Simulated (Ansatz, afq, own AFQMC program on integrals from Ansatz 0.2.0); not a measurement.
Integrals from Ansatz 0.2.0, then the random walk in our own AFQMC program (afq).

```yaml
crystal:
  periodic: [false, false, false]
  atoms:
    - {symbol: Al, position_ang: [0.000000, 0.000000, 0.000000]}
    - {symbol: O, position_ang: [0.000000, 0.000000, 1.583000]}
basis:
  gaussian: {orbitals: 6-31G}
magnetization: {spin_polarized: true, initial_magnetization: 3}
correlation: {method: ccsd_t, electrons: outside_noble_gas, hamiltonian_folder: ham}
```

```sh
$ ansatz run in.yaml --threads 1 --pin off --events-out ev --progress --plain --max-ram 24576MiB --backend cuda --devices 0, --max-vram 18GiB
```

Options of the walk:

```
--method phaseless --trial cisd --walkers 4000 --populations 20 --least-time 60 --time-step 0.005 --steps-per-block 50 --equilibration-blocks 28 --max-blocks 4000 --target-error 0.00018 --factor-cut 1e-05 --start spin_pure --seed 7177 --release-times 0.24,0.51,0.99,1.62,2.4 --release-step 0.03 --release-every 3 --taylor-order 6
```

Times are imaginary, in 1/Eh. The walk had a cap of 122 s. With eight or more populations the least sampling time is a fifth of least-time, and the error comes from their spread.

Log:

```
orbitals 16  electrons 6 3  factors 88 of 216
reference energy -316.59514118 Eh
CCSD correlation -0.10586883 Eh in 17 cycles, weight of the determinant in the CISD state 0.9140
energy of the start -316.700983 Eh
 block  time / (1/Eh)  mean weight  energy / Eh
     1     0.250  1.0000  -316.700586
     2     0.500  0.9999  -316.701350
     3     0.750  0.9999  -316.701851
     4     1.000  1.0000  -316.702361
     5     1.250  1.0001  -316.702458
     8     2.000  0.9999  -316.703100
    11     2.750  0.9997  -316.703333
    14     3.500  0.9999  -316.703305
    17     4.250  1.0000  -316.703791
    20     5.000  1.0000  -316.703373
    23     5.750  1.0000  -316.703889
    26     6.500  1.0003  -316.704013
    29     7.250  0.9999  -316.703704
    32     8.000  1.0001  -316.704003
    35     8.750  1.0000  -316.704440
    38     9.500  1.0003  -316.704087
    41    10.250  1.0000  -316.704251
    44    11.000  0.9998  -316.704165
    47    11.750  1.0000  -316.704676
    50    12.500  0.9997  -316.703749
    53    13.250  0.9998  -316.704785
    56    14.000  1.0001  -316.704269
    59    14.750  0.9997  -316.704742
    62    15.500  0.9999  -316.705066
    65    16.250  0.9999  -316.703959
    68    17.000  0.9997  -316.704412
    71    17.750  1.0001  -316.705252
    74    18.500  1.0003  -316.705007
    76    19.000  1.0000  -316.706515
    77    19.250  0.9997  -316.705985
    78    19.500  1.0000  -316.705463
error from the spread of 20 populations
released: time / (1/Eh)  energy / Eh  error  mean overlap
  0.24  -316.704541  0.000114  0.9997
  0.51  -316.704514  0.000093  1.0014
  0.99  -316.704830  0.000104  0.9998
  1.62  -316.704799  0.000156  0.9993
  2.40  -316.705000  0.000140  0.9941
energy -316.704575 +/- 0.000140 Eh
(rows thinned)
```

The run passed its tests (sampling time, drift between the halves within three errors, error under three times the target), which doesn't prove that it has relaxed. The second half of the sampling lies below the first by 2.1 errors of their difference, so the energy may still be moving and its error bar be too small.

Against this walk (error 3.8 meV) on the same determinant: CCSD(T) 5.2 meV higher (within the noise), CCSDT(Q) 185.8 meV lower, CCSDTQ 175.9 meV lower, full CI 177.7 meV lower. The error is statistical and leaves out the bias of the constraint. Released to 2.40 1/Eh the energy lies 12 ± 5 meV (both errors) below the phaseless value, which shows part or all of the bias of the constraint, and full CI lies 166.1 meV below the released value. Full CI is exact here, so the walk's 178 meV above it is the walk's own error: the bias of the constraint with this trial, or a walk that hasn't relaxed. The determinant is a poor start (see the cautions), so the low cluster orders aren't to be relied on, and full CI is the sure value.

Cautions: constraint bias not in the error; lower spins were not checked; the CCSDT(Q) amplitudes may be one of several solutions (largest double 0.74); the CCSDTQ amplitudes may be one of several solutions (largest double 0.78); the released energy hasn't reached full CI (166 meV above it at 2.40 1/Eh); the determinant fills πx and πy unequally, so it mixes two states of the linear molecule, and each level undoes that mixture to a different degree, while full CI gives the lower state.

The walk took 28 s on 1 × NVIDIA H100 80GB HBM3 with 2 threads of AMD EPYC 7R13 Processor (Zen 3), on a shared host (the card was shared). The log's last line is the phaseless energy.

CCSDT and higher add their correlation energy to the determinant of the CCSD(T) run, since their own runs factorise the integrals more tightly (a shift of under 2 meV).
